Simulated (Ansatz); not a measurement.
## Errors in the dipole moment

10 molecules holding an element from Na to Cl; the dipole moment in D, computed less measured. Shapes, held fixed at every level: PBE0-D4/def2-TZVP. No vibrational averaging. Dipoles are compared by magnitude; molecules under 1 D, whose direction can flip, are left out. Programs: Ansatz 0.2.0. Measured values: NIST CCCBDB.

Levels: A = PBE-D4/def2-TZVPP; B = B3LYP-D4/def2-TZVPP; C = wB97M-V/def2-TZVPP.

```tsv
molecule	measured	A	B	C
HBS (hydrogen boron sulfide)	1.30	-0.10	+0.07	+0.13
PF3 (phosphorus trifluoride)	1.03	-0.19	+0.02	+0.04
CH2Cl2 (dichloromethane)	1.60	-0.04	+0.03	+0.03
SCl2O2 (sulfuryl chloride)	1.81	-0.18	+0.05	+0.14
SiH3Cl (chlorosilane)	1.31	-0.15	-0.06	-0.07
C2H3Cl3 (1,1,1-trichloroethane)	1.78	-0.05	-0.01	-0.02
C2H5Cl (chloroethane)	2.05	-0.07	-0.01	-0.01
C2H6O2S (SMILES CS(C)(=O)=O)	4.49	-0.28	-0.02	+0.02
C3H7Cl (2-chloropropane)	2.17	-0.11	-0.05	-0.05
C4H9Cl (2-chloro-2-methylpropane)	2.13	-0.04	+0.03	+0.03
```

Q: Sum up the errors.

A: 
| level | kind | mean error | mean absolute error | worst case |
| --- | --- | --- | --- | --- |
| PBE-D4/def2-TZVPP | GGA | -0.121 | 0.121 | C2H6O2S |
| B3LYP-D4/def2-TZVPP | global hybrid | +0.005 | 0.035 | HBS |
| wB97M-V/def2-TZVPP | range-separated hybrid | +0.024 | 0.054 | SCl2O2 |

On this set B3LYP-D4/def2-TZVPP has the smallest mean absolute error and PBE-D4/def2-TZVPP the largest. PBE-D4/def2-TZVPP is too low in 10 of 10. The smallest two are near a tie. The set is small.
